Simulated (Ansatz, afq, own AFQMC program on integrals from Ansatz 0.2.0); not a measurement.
Two steps: Ansatz 0.2.0 writes the Fock matrix and Cholesky factors of the valence space, and afq projects on them the lowest state that overlaps trial and start.

```yaml
crystal:
  periodic: [false, false, false]
  atoms:
    - {symbol: Ge, position_ang: [-0.258331, 2.464168, 0.321010]}
    - {symbol: Si, position_ang: [0.562570, 0.521628, 1.437321]}
    - {symbol: Ge, position_ang: [-0.420444, -1.464510, 0.548212]}
    - {symbol: Ge, position_ang: [0.162310, -1.759445, -1.790147]}
    - {symbol: H, position_ang: [-1.787305, 2.566530, 0.483179]}
    - {symbol: H, position_ang: [0.382246, 3.741154, 0.897652]}
    - {symbol: H, position_ang: [0.064909, 2.391991, -1.184070]}
    - {symbol: H, position_ang: [0.265612, 0.628724, 2.901261]}
    - {symbol: H, position_ang: [2.048503, 0.446314, 1.268019]}
    - {symbol: H, position_ang: [-1.955703, -1.382928, 0.681469]}
    - {symbol: H, position_ang: [0.056174, -2.693597, 1.350626]}
    - {symbol: H, position_ang: [-0.376186, -0.580780, -2.623195]}
    - {symbol: H, position_ang: [-0.437798, -3.066794, -2.340391]}
    - {symbol: H, position_ang: [1.693430, -1.812456, -1.950934]}
basis:
  gaussian: {orbitals: def2-SVP}
total_charge: 1
magnetization: {spin_polarized: true, initial_magnetization: 1}
correlation: {method: ccsd_t, electrons: outside_noble_gas, hamiltonian_folder: ham}
```

```sh
$ ansatz run in.yaml --threads 1 --pin off --events-out ev --progress --plain --max-ram 24576MiB --backend cuda --devices 0, --max-vram 18GiB
```

afq runs on the folder ham with

```
--method phaseless --trial cisd --walkers 700 --populations 10 --least-time 60 --time-step 0.005 --steps-per-block 50 --equilibration-blocks 28 --max-blocks 4000 --target-error 0.0003 --factor-cut 1e-05 --start spin_pure --seed 2913 --release-times 0.21,0.42,0.63,0.9 --release-step 0.03 --release-every 5 --taylor-order 6
```

Times are imaginary, in 1/Eh. The walk had a cap of 358 s. With eight or more populations the least sampling time is a fifth of least-time, and the error comes from their spread. Filled inner d shells are frozen with the cores.

Output of the walk:

```
orbitals 117  electrons 13 12  factors 1074 of 1627
reference energy -6519.63900690 Eh
CCSD correlation -0.47155420 Eh in 21 cycles, weight of the determinant in the CISD state 0.7593
energy of the start -6520.108273 Eh
 block  time / (1/Eh)  mean weight  energy / Eh
     1     0.250  0.9993  -6520.088676
     2     0.500  0.9991  -6520.091400
     3     0.750  1.0001  -6520.098379
     4     1.000  0.9990  -6520.103700
     5     1.250  0.9992  -6520.108704
     8     2.000  1.0002  -6520.118105
    19     4.750  0.9998  -6520.124822
    46    11.500  1.0007  -6520.130024
    73    18.250  0.9994  -6520.125898
    91    22.750  0.9998  -6520.122159
   100    25.000  0.9991  -6520.123717
   127    31.750  1.0005  -6520.122610
   154    38.500  0.9996  -6520.124550
   181    45.250  1.0010  -6520.122568
   208    52.000  1.0004  -6520.125054
   235    58.750  0.9995  -6520.129400
   262    65.500  1.0012  -6520.126282
   289    72.250  1.0007  -6520.125344
   316    79.000  0.9988  -6520.123359
   343    85.750  1.0013  -6520.124025
   361    90.250  1.0009  -6520.125033
error from the spread of 10 populations
released: time / (1/Eh)  energy / Eh  error  mean overlap
  0.21  -6520.126181  0.000238  1.0014
  0.42  -6520.126732  0.000263  0.9947
  0.63  -6520.127194  0.000339  0.9927
  0.90  -6520.127876  0.000345  0.9884
energy -6520.125639 +/- 0.000315 Eh
(rows thinned)
```

The run passed its tests (sampling time, drift between the halves within three errors, error under three times the target), which doesn't prove that it has relaxed, ending at its cap on processor time.

Against this walk (error 8.6 meV) on the same determinant: CCSD(T) 34.3 meV higher. The error is statistical and leaves out the bias of the constraint. None of these is a sure reference here. The released energies are still falling (meV from the phaseless value at times in 1/Eh: -15 ± 6 at 0.21, -30 ± 7 at 0.42, -42 ± 9 at 0.63, -61 ± 9 at 0.90), so they give no level; they do show a bias of the constraint, and the last of them that isn't too noisy lies 95 meV below CCSD(T).

Cautions: constraint bias not in the error; error above the target (8.6 against 8.2 meV); no relativity below Rb; no spin-orbit coupling; inner d shell frozen.

The walk took 6 min on 1 × NVIDIA H100 80GB HBM3 with 2 threads of AMD EPYC 7R13 Processor (Zen 3), with other jobs on the host (the card was shared). The log's last line is the phaseless energy.
